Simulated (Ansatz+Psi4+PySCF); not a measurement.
Two shapes of singlet MgH2O(2+).

Shape 1:

```xyz
4

Mg    0.0000    0.0000    0.0000
O    -1.8108    0.4350    0.5435
H    -2.3454    1.2014    0.2549
H    -2.3776   -0.0669    1.1626
```

Shape 2:

```xyz
4

Mg    0.0126   -0.0061   -0.0143
O    -0.0042   -0.0028    1.9206
H     0.7703   -0.0164    2.5362
H    -0.7808   -0.0147    2.5435
```

Basis set: cc-pVTZ on H, O; cc-pCVTZ on Mg (spherical functions). Frozen core: 2 orbitals. Charge 2, multiplicity 1.

Computed with Ansatz (development build ahead of 0.2.0) and Psi4 1.11; each method stands on the lowest determinant of its kind that the runs found.

Question: Which shape is lower in energy, and by how much in each method?

Answer:

```tsv
method	E(2) − E(1) (eV)
RHF	0.042
RHF-MP2	0.014
```

Shape 1 is lower. Caution: no unrestricted run beside it, a lower state can exist; other spin multiplicities were not run.
